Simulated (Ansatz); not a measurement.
## How far each method lies from RCCSDT(Q) for H$_{2}$N–OH, singlet

Geometry: displaced at random from a stationary point.

```xyz
5

N    -0.0680    0.0021    0.7029
O     0.0597    0.0105   -0.6776
H     0.3355   -0.8334    1.0700
H     0.4186    0.7342    1.0882
H    -0.7564   -0.0964   -1.1713
```

Basis cc-pVDZ; Ansatz 0.2.0. Correlated methods freeze the noble-gas cores, which leaves 14 electrons in 41 orbitals. Prefix R: restricted or restricted open-shell reference.

Full CI isn't at hand for all of this; RCCSDT(Q) serves as the reference, and is uncertain by about the last step of the cluster series.

```
UHF ⟨S²⟩                          : 0.000
T1 diagnostic (RCCSD)             : 0.0074
largest doubles amplitude (RCCSD) : 0.037
```

```
   level  E − E(RHF) (eV)
    RMP2          -9.8129
   RCCSD         -10.3515
RCCSD(T)         -10.5657
```

Question: Estimate how far RCCSDT(Q) in cc-pVDZ lies from RCCSD(T). The table doesn't fix it; the size of (T) and the diagnostics are the guide.

Answer: RCCSDT(Q) in cc-pVDZ lies 3.3 kJ/mol below RCCSD(T), which is 16 % of the (T) step (-20.7 kJ/mol). The diagnostics are small and one determinant leads, so the series closes fast and only a small part of (T) is left.

The other levels:

```csv
level,E − E(RCCSDT(Q)) (kJ/mol),share of correlation (%),wall time
CISD,100.0,90.22,1.3 s
BCCD(T),3.3,99.67,0.48 s
RCCSDT,2.4,99.76,–
```

The correlation energy at RCCSDT(Q), counted from RHF, is -10.600 eV. That run took 23 s on 1 thread of Arm Neoverse V1, shared host.

Times hold each run's SCF and search for its determinant on a shared host, so for small cases they say little of a method's own cost; they ran on 1 thread of Arm Neoverse V1.
